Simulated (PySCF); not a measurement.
System: C2H5O (charge -1, singlet). It need not be the lowest isomer of its formula. Whether it binds its extra electron was not tested at this geometry. 
Structure (B3LYP-D3(BJ)/def2-TZVP (Ansatz) minimum search):
SMILES: CC[O-]
```xyz
8

C      1.1292    -0.3941    -0.0016
C     -0.1414     0.5124    -0.0027
O     -1.2821    -0.1555     0.0056
H      0.0214     1.2188     0.8811
H      0.0149     1.2077    -0.8962
H      2.0652     0.1899    -0.0087
H      1.1175    -1.0358     0.8871
H      1.1111    -1.0467    -0.8822
```
Charge -1, spin multiplicity 1.

Dispersion corrections to the total energy (kcal/mol) from the dftd3 and dftd4 libraries through PySCF: D3(BJ) without and D4 with the three-body term, each with the damping fitted for the functional named.

```json
[
 {"functional": "BHLYP", "D3(BJ)": "?", "D4": "-2.78"},
 {"functional": "r2SCAN", "D3(BJ)": "-0.60", "D4": "-0.67"},
 {"functional": "TPSS", "D3(BJ)": "-2.85", "D4": "-3.71"},
 {"functional": "LC-wPBE", "D3(BJ)": "?", "D4": "-2.98"},
 {"functional": "HSE06", "D3(BJ)": "-1.29", "D4": "-2.03"},
 {"functional": "BLYP", "D3(BJ)": "-4.84", "D4": "?"},
 {"functional": "B2GP-PLYP", "D3(BJ)": "-1.13", "D4": "-1.09"}
]
```

Task: Fill in the missing entries.

Result: 
- BHLYP, D3(BJ): -2.89
- LC-wPBE, D3(BJ): -1.97
- BLYP, D4: -6.34
